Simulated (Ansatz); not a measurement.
Relative stability

Two relaxed structures of AlH₄O₂ (charge +1), singlet (PBE0-D4/def2-TZVP; forces vanish, vibrations not checked).

A:

```
7
angstrom
O -1.1994 -1.0050 -0.1942
Al -0.0747 0.0456 -0.7751
O 0.7273 0.5079 0.8330
H -1.8976 -1.5564 -0.5430
H 0.5720 0.7732 -1.9790
H 0.4108 0.1182 1.6633
H 1.4617 1.1166 0.9951
```

B:

```json
{"atom": "O1", "x (Å)": "-0.8534", "y (Å)": "-1.2141", "z (Å)": "-0.4853"}
{"atom": "Al2", "x (Å)": "0.7337", "y (Å)": "0.5255", "z (Å)": "1.1079"}
{"atom": "O3", "x (Å)": "-0.1511", "y (Å)": "0.0210", "z (Å)": "-0.5015"}
{"atom": "H4", "x (Å)": "-1.7787", "y (Å)": "-0.9266", "z (Å)": "-0.5891"}
{"atom": "H5", "x (Å)": "0.2166", "y (Å)": "0.1133", "z (Å)": "-1.3989"}
{"atom": "H6", "x (Å)": "0.0081", "y (Å)": "-0.1757", "z (Å)": "2.2868"}
{"atom": "H7", "x (Å)": "1.8231", "y (Å)": "1.5116", "z (Å)": "0.5926"}
```

Ansatz 0.2.0; basis: def2-TZVPP; cores frozen in the correlated methods. B3LYP uses VWN-RPA correlation.

(1) Which structure is lower at CCSD(T), and by how much? (To be estimated.)

T1 diagnostic: at most 0.012.

Answers

(1) Computed: A, by 521.2 kJ/mol (electronic energy, against the other). By their contacts, A is AlH₄O₂ ([OH][AlH][OH2]), total charge +1 and B is AlH₄O₂ ([OH][OH][AlH2]), total charge +1.

All methods give the same order:

```
   method  E(B) − E(A) (kJ/mol)
   PBE-D4                 490.5
r2SCAN-D4                 518.9
  PBE0-D4                 510.6
 B3LYP-D4                 510.0
  wB97M-V                 515.5
       HF                 538.2
      MP2                 548.3
     CCSD                 526.3
  CCSD(T)                 521.2
```

Labels in which every atom is bracketed show which atoms are joined, not bond orders.

For scale, one of the runs: CCSD(T)/def2-TZVPP, 160 basis functions, launched by `ansatz run in.yaml --threads 2 --pin off --events-out ev --progress --plain --max-ram 4352MiB`. Time: 18 s of wall clock on 2 CPU threads of an Arm Neoverse V1; the host was shared. Peak host memory: 1.1 GiB.
